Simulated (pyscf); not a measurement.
`[NH2][SiH][Cl]` [doublet] + `[NH3]` → `[NH2][SiH2][Cl]` + `[NH2]` [doublet] (hydrogen abstraction; doublet surface; H–N broken, H–Si formed). Optimised with ωB97X-D3(BJ)/def2-SVP in PySCF. Energies in kcal/mol from the separated reactants.

```csv
level,barrier,reaction energy
ωB97X-D3(BJ)/def2-TZVP,20.1,+15.9
r²SCAN/def2-TZVP,___,___
B3LYP-D3(BJ)/def2-TZVP,18.7,+17.0
PBE0-D3(BJ)/def2-TZVP,19.4,+18.6
M06-2X/def2-TZVP,___,+19.2
ωB97M-D3(BJ)/def2-TZVP,20.9,+16.1
```

### Question
Fill in the missing entries.

### Answer

- r²SCAN/def2-TZVP, barrier: 18.5
- r²SCAN/def2-TZVP, reaction energy: +17.5
- M06-2X/def2-TZVP, barrier: 23.7

The functionals in the table span 5.3 kcal/mol in this barrier, from r²SCAN to M06-2X. On the product side the descent ends in a complex (not fully relaxed), 5.6 kcal/mol under the separated species and 9.9 kcal/mol under the saddle at ωB97X-D3(BJ)/def2-TZVP. This is the saddle that the search found; another between the same sides may lie lower. The angle at the transferred H is 155°.
